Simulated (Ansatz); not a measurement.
`FCC(F)F` → `F[C]F` + fluoromethane at 700 K and 1 bar (formal loss of a carbene).

Isolated molecules relaxed with PBE0-D4/def2-TZVP in Ansatz; ΔE leaves out vibrations. CBS: MP2 limit from def2 TZ/QZ plus the TZ coupled-cluster correction, frozen cores. This one scheme is used for every species. Each species was taken in one conformer, which may not be the lowest.

| species | CCSD(T)/CBS energy (Eh) | H − E (kJ/mol) | S (J/(mol·K)) |
| --- | --- | --- | --- |
| `FCC(F)F` | -377.27138 | 197.1 | 385.6 |
| `F[C]F` | -237.54028 | 47.1 | 278.6 |
| `CF` | -139.63461 | 133.6 | 263.9 |

H − E and S are ideal-gas, rigid-rotor, harmonic terms from PBE0-D4/def2-TZVP, for one conformer and one mirror image of each species. 1 Eh = 2625.50 kJ/mol, R = 8.31446 J/(mol·K).

Task: By hand: ΔE, ΔH, ΔS and ΔG.

Result: ΔE = (-237.54028) + (-139.63461) − (-377.27138) = 0.09649 Eh = 253.3 kJ/mol. Δ(H − E) = 47.1 + 133.6 − 197.1 = -16.4, so ΔH = 236.9 kJ/mol. ΔS = 278.6 + 263.9 − 385.6 = 156.9 J/(mol·K). ΔG = 236.9 − 700 × (156.9)/1000 = 127.1 kJ/mol.

Task: By hand: the equilibrium constant, and the temperature at which ΔG would vanish if ΔH and ΔS stayed fixed.

Result: log₁₀ K = −ΔG/(RT ln 10) = -9.5. ΔG = 0 at ΔH/ΔS = 1510 K.

The number of gas molecules changes by +1, which sets the sign of ΔS. A doubt of 5 kJ/mol in ΔE shifts log₁₀ K by 0.4 here. Other conformers and mirror images would add mixing entropy, several J/(mol·K) or more a flexible species. These are equilibria of isolated gas molecules and say nothing of rates. Largest T1 diagnostic: 0.017 (customary marks: 0.02 for closed shells, 0.045 for open ones).
